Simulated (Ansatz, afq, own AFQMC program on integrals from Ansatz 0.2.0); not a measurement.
Integrals from Ansatz 0.2.0, then the random walk in our own AFQMC program (afq).

```yaml
crystal:
  periodic: [false, false, false]
  atoms:
    - {symbol: Si, position_ang: [0.000000, 0.043543, 1.022912]}
    - {symbol: Al, position_ang: [0.000000, -0.089369, -1.160118]}
    - {symbol: H, position_ang: [0.000000, 1.263077, 1.521688]}
    - {symbol: H, position_ang: [1.058632, -0.581757, 1.495860]}
    - {symbol: H, position_ang: [-1.058632, -0.581757, 1.495860]}
    - {symbol: H, position_ang: [0.000000, 1.079463, -1.960895]}
basis:
  gaussian: {orbitals: 6-31G}
magnetization: {spin_polarized: true, initial_magnetization: 1}
correlation: {method: ccsd_t, electrons: outside_noble_gas, hamiltonian_folder: ham}
```

```sh
$ ansatz run in.yaml --threads 1 --pin off --events-out ev --progress --plain --max-ram 1382MiB
```

Options of the walk:

```
--method phaseless --trial cisd --walkers 80 --populations 1 --least-time 40 --time-step 0.005 --steps-per-block 50 --equilibration-blocks 28 --max-blocks 300 --target-error 0.0004 --factor-cut 1e-05 --start spin_pure --seed 9030 --release-times 0.24,0.51,0.99,1.62,2.4 --release-step 0.03 --release-every 4 --taylor-order 6
```

Times are imaginary, in 1/Eh. The walk had a cap of 531 s.

Log:

```
orbitals 24  electrons 6 5  factors 176 of 406
reference energy -532.96069745 Eh
CCSD correlation -0.10220101 Eh in 10 cycles, weight of the determinant in the CISD state 0.9276
energy of the start -533.062891 Eh
 block  time / (1/Eh)  mean weight  energy / Eh
     1     0.250  1.0000  -533.062028
     2     0.500  1.0004  -533.062089
     3     0.750  1.0007  -533.062330
     4     1.000  1.0001  -533.062953
     5     1.250  0.9992  -533.062939
     8     2.000  1.0008  -533.063363
    13     3.250  0.9989  -533.064962
    25     6.250  0.9994  -533.064901
    37     9.250  1.0019  -533.064977
    49    12.250  0.9998  -533.065370
    61    15.250  1.0004  -533.063443
    73    18.250  0.9994  -533.064353
    85    21.250  1.0010  -533.064560
    97    24.250  1.0006  -533.064426
   109    27.250  1.0002  -533.064068
   121    30.250  1.0006  -533.064155
   133    33.250  0.9993  -533.065951
   145    36.250  1.0004  -533.063904
   157    39.250  1.0015  -533.065412
   161    40.250  0.9996  -533.067006
   169    42.250  1.0006  -533.065206
   181    45.250  1.0000  -533.064308
   185    46.250  0.9996  -533.064007
blocks merged  error / Eh  count
     1  0.000061  160
     2  0.000079  80
     4  0.000100  40
     8  0.000121  20
    16  0.000158  10
released: time / (1/Eh)  energy / Eh  error  mean overlap
  0.24  -533.064845  0.000096  1.0004
  0.51  -533.064835  0.000115  1.0065
  0.99  -533.064889  0.000110  1.0120
  1.62  -533.064845  0.000081  1.0188
  2.40  -533.064974  0.000105  1.0008
energy -533.064790 +/- 0.000121 Eh
(rows thinned)
```

The run passed its tests (sampling time, drift between the halves within three errors, error under three times the target), which doesn't prove that it has relaxed.

Against this walk (error 3.3 meV) on the same determinant: CCSD(T) 12.4 meV higher. The error is statistical and leaves out the bias of the constraint. Released to 2.40 1/Eh the energy moves by -5 ± 4 meV (both errors), within twice the noise.

Cautions: constraint bias not in the error.

The walk took 120 s on 1 thread of Arm Neoverse V2, on a shared host. The log's last line is the phaseless energy.

A walk keeps the symmetry of its determinant, which the program's search chose and which needn't be the lowest solution, so a lower state of the same spin and another symmetry isn't excluded.
